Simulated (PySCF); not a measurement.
**CHF₃S: full NMR table**

| Quantity | Value |
| --- | --- |
| Formula | CHF3S |
| SMILES | FC(F)(F)S |
| Point group of the computed structure | Cs |
| Degrees of unsaturation | 0 |
| Carbon signals | 1 |
| Proton signals | 1 |

Bonds (- single, = double, # triple, : aromatic): F1-C2 1.333 Å, C2-F3 1.333 Å, C2-F4 1.331 Å, C2-S5 1.804 Å. S5 carries H6.

- geometry: PBE0-D3(BJ)/def2-TZVP
- B97-2/pcSseg-2 with gauge-including orbitals
- program: PySCF 2.14.0 with density-fitted response routines
- non-relativistic Hamiltonian, one conformer, in vacuum, equivalent nuclei averaged

Referencing at the same level of theory: TMS for ¹H (σref 31.64) and ¹³C (σref 185.38); ¹⁹F (σref 175.98) against CFCl3; ³³S (σref 517.10) vs CS2.

| carbon | δC, type | δH (multiplicity) | HMBC from (2–3 bonds) | span of the C tensor (ppm) |
| --- | --- | --- | --- | --- |
| C2 | 144.5, C | – | – | 29 |

Other nuclei:
```
   atoms  nucleus                 environment  δ (ppm)  σ (ppm)
      H6       ¹H  hydrogen on a thiol sulfur     3.52    28.12
F1/F3/F4      ¹⁹F   fluorine of an SCF3 group    -40.8    216.8
      S5      ³³S                thiol sulfur       53    463.7
```

- δC 144.5: CF3 carbon; 3 electronegative neighbours deshield it.
- δH 3.52: hydrogen on a thiol sulfur; labile proton, position sensitive to the medium.

The OH or NH signal is concentration- and solvent-dependent in practice; the value given is the gas-phase one. Splittings by ¹⁹F in the carbon and heteronuclear signals aren't shown, as no couplings were computed. Shifts are as computed. Against solution values, carbons near 30 ppm lie about +3 ppm off and those near 130 ppm about +7 ppm; carbons on S a further +4 ppm. Of 1211 compounds with measured shifts, 218 miss one by over three times the rms of a fit or turn the order of signals round; such compounds aren't used in these exercises. Unscaled 19F shifts against computed CFCl3 carry errors that often reach 10 to 50 ppm.
